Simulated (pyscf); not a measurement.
•H₂Si–Cl (SMILES [SiH2]Cl) + NH₃ (SMILES N) → H₂N–SiH₂–Cl (SMILES N[SiH2]Cl) + H• (SMILES [H]), a substitution at N (doublet surface; H–N broken, N–Si formed). Structures and frequencies: ωB97X-D3(BJ)/def2-SVP in PySCF. Correlated levels are frozen-core, on RHF or UHF. ΔMP2 is the change of the MP2 total energy from the triple- to the quadruple-zeta basis. Energies in kcal/mol from the separated reactants.

Small-basis levels: PySCF, no dispersion term, spherical d functions. AM1 to PM7: differences of heats of formation from MOPAC. Open shells are spin-unrestricted. 

| level | barrier | reaction energy |
|---|---|---|
| HF/STO-3G | 60.4 | +6.7 |
| SVWN5/6-31G* | 3.0 | +0.6 |
| PBE/6-31G* | 13.7 | +3.6 |
| B3LYP/STO-3G | 28.2 | +8.6 |
| B3LYP/LANL2DZ | 22.8 | +7.8 |
| B3LYP/6-311+G** | 21.9 | +8.7 |
| PBE/def2-SVP | 13.2 | +3.3 |
| B3LYP/def2-SVP | 19.7 | +5.0 |
| PM7 | 0.3 | +9.7 |
| CCSD(T)/def2-TZVPP + ΔMP2(QZVPP) | 21.9 | +2.5 |

Against the last row the barrier runs from -21.7 (PM7) to +38.5 kcal/mol (HF/STO-3G); B3LYP/6-311+G** happens to lie closest here (0.0 kcal/mol apart). At PM7 this geometry lies under one side, so the entry may be no barrier of that level: it is a single point on another level's saddle. CCSD(T)/def2-TZVPP + ΔMP2(QZVPP) has limits of its own. On the reactant side the descent ends in a complex, 6.2 kcal/mol under the separated species and 28.7 kcal/mol under the saddle at ωB97X-D3(BJ)/def2-TZVP. The same reactants have a lower exit, to H₂N–SiH₂• + HCl (barrier +12.9 kcal/mol at ωB97M-D3(BJ), against +20.9 kcal/mol here). One saddle was located; it need not be the lowest between these sides. The angle at the attacked N is 131°. The CCSD(T) − MP2 part came from Ansatz, without density fitting, on the same reference.
